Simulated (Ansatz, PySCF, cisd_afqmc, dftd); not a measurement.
System: CH4O, charge 0, singlet. CH4O (SMILES CO).
B3LYP-D3(BJ)/def2-TZVP minimum from Ansatz (a quantum-chemistry and plane-wave program):
```xyz
6

C     -0.0525     0.6636    -0.0008
O     -0.0399    -0.7570     0.0018
H     -1.0978     0.9691     0.0075
H      0.8740    -1.0577    -0.0054
H      0.4365     1.0833     0.8854
H      0.4213     1.0799    -0.8968
```
Charge 0, spin multiplicity 1.

Quantity: enthalpy of formation at 298 K (by atomisation, with ideal-gas terms from PySCF's Hessian at B3LYP-D3(BJ)/def2-TZVP and the atoms' measured values of the G2/97 table; no spin-orbit terms), in kcal/mol. Open shells are spin-unrestricted; no spin-orbit coupling. Correlated methods leave the cores frozen. Rows without X2C or -DK are non-relativistic. AFQMC is phaseless with a CISD trial state; ± is one standard error, without the phaseless bias. Outlying blocks are dropped, and bars are widened where a walk drifts. Over all cases where full CI ran beside it in this data, AFQMC minus full CI had a median of +0.1 mEh and passed +0.4 mEh in a tenth of the cases. CBS(X,Y): correlation extrapolated as X^-3, Hartree-Fock from the larger set (Q,5: extrapolated as (X+1)exp(-9√X)). A bracket is a step between two methods taken in the basis named. Functionals run without relativity, which enters their misses. 'core' is core correlation in cc-pwCVTZ, 'X2C' scalar relativity in cc-pVTZ-DK, both at CCSD(T). For partners of very few electrons the exact lower level stands in for a higher one.

Measured: -48.0 kcal/mol, -200.7 kJ/mol (Active Thermochemical Tables 1.112 (ions: stationary electron), as tabulated in the package chemicals); atomic spin-orbit terms, which the calculations lack, would raise the computed values.

| level | program | enthalpy of formation at 298 K (kcal/mol) | error against that value |
|---|---|---|---|
| HF/cc-pVTZ | Ansatz | 96.8 | 144.8 |
| HF/cc-pVQZ | Ansatz | 95.8 | 143.8 |
| r2SCAN-D3(BJ)/def2-TZVPD | Ansatz + dftd3 | -45.6 | 2.4 |
| r2SCAN-D4/def2-TZVPD | Ansatz + dftd4 | -45.5 | 2.5 |
| B3LYP-D4/def2-TZVPD | Ansatz + dftd4 | -46.8 | 1.2 |
| r2SCANh/def2-TZVPD | Ansatz | -41.9 | 6.1 |
| wB97M-V/def2-TZVPD | Ansatz | -47.1 | 0.9 |
| CCSD/cc-pVDZ | Ansatz | -3.6 | 44.4 |
| CCSD/cc-pVTZ | Ansatz | -28.9 | 19.1 |
| CCSD/cc-pV5Z | Ansatz | -38.3 | 9.7 |
| CCSD/CBS(cc-pVTZ,cc-pVQZ) | Ansatz | -40.5 | 7.5 |
| CCSDT(Q)/cc-pVDZ | Ansatz | -7.8 | 40.2 |
| CCSDT(Q)/cc-pVTZ | Ansatz | -35.1 | 12.9 |
| AFQMC/CISD/cc-pVDZ | cisd_afqmc | -7.9 ± 0.2 | 40.1 |
| AFQMC/CISD/cc-pVTZ | cisd_afqmc | -35.3 ± 0.2 | 12.7 |
| CCSD(T)/CBS(cc-pVQZ,cc-pV5Z) + [AFQMC/CISD - CCSD(T)]/cc-pVTZ + core + X2C | Ansatz + cisd_afqmc | -48.6 ± 0.2 | -0.6 |
| CCSD(T)/CBS(cc-pVQZ,cc-pV5Z) + [CCSDT(Q) - CCSD(T)]/cc-pVTZ + core + X2C | Ansatz | -48.4 | -0.4 |
